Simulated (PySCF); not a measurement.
```xyz
4
charge 1 multiplicity 2, angstrom
P     0.0000    0.0000   -0.0330
H     1.3549    0.0000    0.3381
H    -0.6774    1.1733    0.3381
H    -0.6774   -1.1733    0.3381
```

Computed with UPBE0/[P def2-TZVP, H def2-TZVP], no relativity, density fitting, PySCF.

This geometry of PH₃⁺ is a stationary point at this level.

What is the point group?

C3v.

Is it a minimum?

Yes: all harmonic wavenumbers are real.

Give the atomic charges and bond orders.


```csv
atom,Mulliken,Löwdin,polar tensor,spin (Mulliken),Mayer order to P1
P1,0.30,0.76,0.70,1.01,–
"H2,3,4",0.23,0.08,0.10,0.00,0.90
```

Give the ideal-gas entropy at 298.15 K and 1 bar by parts.

translation 152.8, rotation 56.1, vibration 1.8, spin 5.8; total 216.5 J/(mol K).

Only a few start shapes were tried, so a lower isomer may exist.
